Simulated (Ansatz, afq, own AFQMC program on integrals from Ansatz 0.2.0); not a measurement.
Where AFQMC and coupled cluster stand for Cu⁺, triplet

A free Cu cation.

Basis def2-TZVPP. Only valence electrons are correlated. AFQMC by an in-house program on the Cholesky factors that Ansatz 0.2.0 writes for its CCSD(T) run. ph-AFQMC/CISD is guided by a CISD state made of CCSD amplitudes; releasing the constraint for a short imaginary time cuts its bias at the price of noise, slowly where states lie close. Uncertainties: one standard error, sampling alone. The metal's outer-core s and p shells are frozen, which shifts wave-function levels against functionals.

Determinant: UHF, the one that the program's search chose, which needn't be the lowest solution.

No full CI on the walks' own integrals is used here; CCSDT(Q) serves as the reference and is uncertain by about the last step of the cluster series.

Cautions: no relativity below Rb; outer-core shells of the metal frozen; another spin lies lower (by 3.13 eV).

- T1 diagnostic: 0.0106
- weight of the determinant in the CISD state: 0.957
- ⟨S²⟩ of the determinant: 2.001
- size of the correlated space: 10 electrons in 55 orbitals

| level | correlation energy (eV) |
| --- | --- |
| MP2 | -9.4814 |
| CCSD | -8.8416 |
| CCSD(T) | -9.0608 |

Problem. Estimate where AFQMC with the constraint released lies against CCSD(T) on the same integrals.

Solution. 0.57 ± 0.15 kcal/mol above CCSD(T).

Reference: CCSDT(Q), correlation energy -9.049 eV. The released energy is read at 2.00 1/Eh, later times being too noisy (meV from the phaseless value at times in 1/Eh: -2.2 ± 1.8 at 0.60, -4.3 ± 2.2 at 1.20, 6 ± 7 at 2.00, 30 ± 28 at 3.00, -1 ± 9 at 4.20).

```
         level  E − E(reference) (kcal/mol)  share of correlation (%)
       CCSD(T)                        -0.27                    100.13
         CCSDT                        -0.06                    100.03
 ph-AFQMC/CISD                  0.17 ± 0.03                     99.92
released AFQMC                  0.31 ± 0.15                     99.85
```

Released energies are given only where the last usable release times agree within the noise; a slower fall can still hide under it.
